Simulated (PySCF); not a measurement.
Series: binary hydrides. Isolated molecules, 0 K electronic values unless said otherwise. Strings in code marks are SMILES.

The vertical ionisation energy (Delta-SCF) from two functionals at the same geometries (PBE0-D3(BJ)/def2-TZVP), both in PySCF: PBE-D3(BJ)/def2-TZVP and TPSSh-D3(BJ)/def2-TZVP. Delta-SCF ions had no search for a lower state. 

| species | PBE-D3(BJ)/def2-TZVP (eV) | TPSSh-D3(BJ)/def2-TZVP (eV) |
|---|---|---|
| `C` | 13.95 | 14.04 |
| `[GeH4]` | 11.90 | 12.15 |
| `S` | 10.35 | 10.32 |
| `[BiH3]` | 9.95 | 10.02 |

Over these rows, drawn at random from the members with no instability flagged (it was tested for open shells, ions and some series alone), PBE minus TPSSh-D3(BJ): mean -0.09 eV, from -0.25 eV to +0.04 eV.
